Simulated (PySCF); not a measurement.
Molecular orbitals of HF⁺

r²SCAN at R = 1.008 Å; PySCF, no relativity, basis sets H pcseg-2, F pcseg-2. State: ²Π (doublet), unpaired electrons π ↑. Only the outer orbitals are listed, counted within each symmetry.

| spin | orbital | occ. | ε (eV) | on H (%) | main shells (%) |
| --- | --- | --- | --- | --- | --- |
| α | 2σ | 1 | -47.47 | 5 | 93 F s |
| α | 3σ | 1 | -28.22 | 15 | 80 F p, 15 H s |
| α | 1π | 1 | -27.98 | 1 | 99 F p |
| α | 1π | 1 | -25.12 | 1 | 99 F p |
| α | 4σ | 0 | -9.75 | 101 | 100 H s |
| α | 5σ | 0 | -1.73 | 92 | 94 H s |
| α | 2π | 0 | 2.38 | 6 | 94 F p |
| β | 2σ | 1 | -44.60 | 7 | 91 F s |
| β | 3σ | 1 | -27.39 | 16 | 78 F p, 16 H s |
| β | 1π | 1 | -24.23 | 1 | 99 F p |
| β | 1π | 0 | -21.34 | 1 | 98 F p |
| β | 4σ | 0 | -9.50 | 98 | 96 H s |
| β | 5σ | 0 | -1.43 | 91 | 93 H s |

Task: Which are the highest filled and the lowest empty level, where do they sit, and how wide is the gap?

Result: Highest filled β 1π at -24.23 eV (in %: 99 F p); lowest empty β 1π at -21.34 eV (in %: 98 F p); the gap at r²SCAN is 2.89 eV. Both belong to one degenerate shell, split only by its one-sided filling, so this is no excitation gap.

The bond order (Mayer) is 0.74, the ⟨S²⟩ is 0.753 and the charge on H (Mulliken, basis-dependent) is 0.53. The charge on H (Löwdin, basis-dependent) is 0.20 and the dipole moment (positive dipole points towards F; it is taken about the centre of mass and depends on that origin) is -2.59 D.

Shares are Mulliken populations and can fall outside 0 to 100 %.

The state was picked by a PBE0 search and need not be the measured ground state.
